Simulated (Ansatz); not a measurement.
**Litharge SnO, bulk modulus B0**

Reference value: 35 ± 1 GPa (measured, temperature not stated, not corrected to a static lattice, equation of state from high-pressure X-ray diffraction; as tabulated in Giefers, Porsch, Wortmann, Structural study of SnO at high pressure …).

Problem. What do LDA, PBE, revPBE, PBE-D3(BJ), PBE-D4, r²SCAN-D4, r²SCAN+rVV10 give, and how far is each from the reference?

Solution. 
```csv
level (code),value (GPa),cell (Å³/atom),difference (%)
LDA (Ansatz),38.7,16.53,+10.6
PBE (Ansatz),18.3,18.95,-48
revPBE (Ansatz),7.54,20.48,-78
PBE-D3(BJ) (Ansatz),33.0,17.50,-5.7
PBE-D4 (Ansatz),34.6,17.41,-1.1
r²SCAN-D4 (Ansatz),30.1,17.37,-14.0
r²SCAN+rVV10 (Ansatz),33.6,17.15,-4.0
```

The reference's temperature isn't stated, so close values are not ranked against it. Off by more than 20 %, or 28 % on the side where a correction would as a rule narrow the miss (bounds picked here): revPBE (-78 %), PBE (-48 %).

The measured value isn't corrected to a static lattice, so vibrations enter the comparison. A static lattice is as a rule stiffer than a warm one, by over a tenth in soft solids.  LDA: LDA has no dispersion term either, though it tends to give short spacings of layers, chains or molecules. PBE, revPBE: for a layered or molecular solid the relaxed cell lies over 5 % above the published volume, where the minimum can be shallow. PBE, revPBE: the cell comes from a level without a dispersion term, which matters for the spacing of layers, chains or molecules. Each level is taken at its own relaxed cell. Cutoffs differ between the levels. Ansatz's density-functional and Hartree–Fock values are scalar-relativistic unless marked +SOC, with PAW data made under PBE.

Differences are worked out from the printed values.

Ansatz is an electronic-structure program.
